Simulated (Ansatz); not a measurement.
Molecule: CH4S (charge +1, doublet). 
Structure (B3LYP-D3(BJ)/def2-TZVP (Ansatz, a program for electronic structure) minimum search):
```
C
H 1 1.0874
H 1 1.0973 2 111.66
H 1 1.0973 2 111.66 3 121.10
S 1 1.7780 2 107.97 3 -119.45
H 5 1.3584 1 98.44 2 180.00
```
Charge +1, spin multiplicity 2.

Basis-set convergence of Hartree-Fock and MP2 correlation energies (hartree) with Ansatz. Valence correlation only, unless marked. Open shells are spin-unrestricted. No spin-orbit coupling. Non-relativistic.

```json
[
 {"basis": "def2-SVPD", "functions": "79", "E(HF)": "-437.26788", "E(corr, MP2)": "-0.26657"},
 {"basis": "def2-TZVPPD", "functions": "156", "E(HF)": "[?]", "E(corr, MP2)": "[?]"}
]
```

Task: Complete the blanks.

Result: 
- def2-TZVPPD, E(HF): -437.44913
- def2-TZVPPD, E(corr, MP2): -0.32328
